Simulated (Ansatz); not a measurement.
# CH5AlN: the cost of one run

All numbers below are computed with Ansatz 0.2.0 (UKS revPBE/def2-mTZVP).

## 1. The system as given

Bond lengths: C1–Al2 1.929 Å, Al2–N3 1.901 Å, C1–H4 1.053 Å, C1–H5 1.140 Å, C1–H6 1.168 Å, N3–H7 1.106 Å, N3–H8 1.032 Å. Angles: C1–Al2–N3 118.4°, Al2–C1–H4 111.3°, Al2–C1–H5 112.5°, Al2–C1–H6 111.1°, H4–C1–H5 107.4°, H4–C1–H6 109.2°, H5–C1–H6 105.1°, Al2–N3–H7 105.5°, Al2–N3–H8 106.9°, H7–N3–H8 103.3°.

Coordinates:

```xyz
8

C    -0.8470    0.9964   -0.5126
Al    0.7429    0.4021    0.4039
N     0.8831   -1.4353    0.8698
H    -1.5140    0.1986   -0.6784
H    -0.6177    1.4649   -1.5265
H    -1.3928    1.8331    0.0918
H     1.8907   -1.5518    1.3098
H     0.9469   -1.9651   -0.0137
```

## 2. End point A

Contents of input.yaml:

```yaml
crystal:
  periodic: [false, false, false]
  atoms:
    - { symbol: C, position_ang: [-0.847, 0.9964, -0.5126] }
    - { symbol: Al, position_ang: [0.7429, 0.4021, 0.4039] }
    - { symbol: "N", position_ang: [0.8831, -1.4353, 0.8698] }
    - { symbol: H, position_ang: [-1.514, 0.1986, -0.6784] }
    - { symbol: H, position_ang: [-0.6177, 1.4649, -1.5265] }
    - { symbol: H, position_ang: [-1.3928, 1.8331, 0.0918] }
    - { symbol: H, position_ang: [1.8907, -1.5518, 1.3098] }
    - { symbol: H, position_ang: [0.9469, -1.9651, -0.0137] }
magnetization:
  spin_polarized: true
  initial_magnetization: 1
basis:
  gaussian: { orbitals: def2-mTZVP }
hamiltonian:
  xc: revpbe
relax:
  f_tol: 0.015
  max_steps: 40
```

Started as:

```bash
$ ansatz run input.yaml --threads 2 --pin off --max-ram 3072MiB --backend cpu --events-out ev --progress --plain --runs-dir out
```

Q: Estimate wall time and peak memory on 2 threads of AMD EPYC 9R45 (Zen 5), shared host.

About 4.5 s, with a peak of 0.17 GiB.
